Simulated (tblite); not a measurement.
Species: C4H9O2 (doublet state).
Cartesian coordinates in Å at the GFN2-xTB level; atoms count from 1:
```xyz
15
C4H9O2 angstrom
C     -2.247   -0.305    0.045
C     -0.912    0.291   -0.031
O     -0.586    1.087    1.086
C      0.179   -0.832   -0.250
O      1.323   -0.384   -0.911
C      2.140    0.481   -0.153
H     -2.691   -0.739   -0.828
H     -2.728   -0.446    0.994
H     -0.823    0.950   -0.906
H     -0.942    0.670    1.878
H     -0.241   -1.613   -0.886
H      0.430   -1.256    0.735
H      2.491   -0.015    0.760
H      2.991    0.725   -0.785
H      1.611    1.396    0.123
```

Level: GFN2-xTB in tblite, geometry and Hessian alike; calculated harmonic values, unscaled, isolated species. This tight-binding method is rough: wavenumbers can miss measured ones by several per cent, in bad cases by 10 to 20. One conformer, not necessarily the lowest. Open shells enter through the occupations alone, without spin polarisation, and single modes of such species can be off by tens of per cent.

Harmonic wavenumbers (cm⁻¹): 66.6, 122.4, 177.3, 196.6, 240.5, 291.6, 327.7, 383.9, 451.3, 484.9, 538.1, 847.4, 903.8, 945.4, 971.0, 1038.5, 1112.2, 1124.7, 1132.8, 1169.1, 1204.6, 1214.6, 1272.2, 1308.6, 1333.6, 1397.6, 1404.6, 1432.6, 1465.9, 1485.4, 2858.8, 2881.2, 2912.0, 2964.7, 2984.3, 3028.4, 3131.9, 3188.1, 3540.6.

A = 6608, B = 2370, C = 1891 MHz; mass 89.060 u (most abundant isotopes); point group C1, symmetry number 1; spin multiplicity 2.

What is the zero-point energy?

½Σν̃ = 26768 cm⁻¹ = 76.53 kcal/mol.

Give the ideal-gas entropy at 500 K and 1 bar in the rigid-rotor, harmonic-oscillator model (classical rotation).

Translation 41.97, rotation 28.33, vibration 35.52, spin (R ln 2) 1.38: S = 107.2 cal/(mol K).

And Cp and H(500 K) − H(0)?

Cp = 44.02 cal/(mol K), of which vibrations give 36.07 (their classical limit is 39 R = 77.5); H(500 K) − H(0) = 13.35 kcal/mol without the zero-point energy, 9.37 from vibrations.

Blend soft modes into free rotors: weight 1/[1 + (100 cm⁻¹/ν̃)⁴] for the oscillator and the rest for a rotor with moment μB/(μ + B), μ = h/(8π²ν), B = 10⁻⁴⁴ kg m². What vibrational entropy results?

33.90 cal/(mol K) in place of 35.52, which changes −T·S at 500 K by +0.81 kcal/mol.

Which modes carry the vibrational entropy at 500 K?

66.6 cm⁻¹: 5.27; 122.4 cm⁻¹: 4.07; 177.3 cm⁻¹: 3.35; 196.6 cm⁻¹: 3.15; 240.5 cm⁻¹: 2.76; 291.6 cm⁻¹: 2.39 cal/(mol K); the other 33 give 14.53 together.

What must be added to the electronic energy to get the Gibbs energy at 500 K and 1 bar?

ZPE + [H(500 K) − H(0)] − T·S = 76.53 + 13.35 − 53.59 = 36.29 kcal/mol.

How do the functions run with temperature in this model?

| T (K) | S (cal/(mol K)) | Cp (cal/(mol K)) | H − H(0) (kcal/mol) | G − H(0) (kcal/mol) | ln q(vib) |
| --- | --- | --- | --- | --- | --- |
| 100 | 63.8 | 15.8 | 1.12 | -5.27 | 0.88 |
| 200 | 77.4 | 23.7 | 3.11 | -12.36 | 2.70 |
| 300 | 88.3 | 30.7 | 5.83 | -20.66 | 4.62 |
| 800 | 131.1 | 57.4 | 28.74 | -76.11 | 13.93 |
| 1000 | 144.5 | 63.4 | 40.85 | -103.69 | 17.34 |

q(vib) and H(0) count from the zero-point level.

Hindered rotation and anharmonicity are outside this model. Other conformers, if any are populated, would add a mixing term that is left out. The structure is chiral; the term R ln 2 for an equal mix with its mirror image is left out.
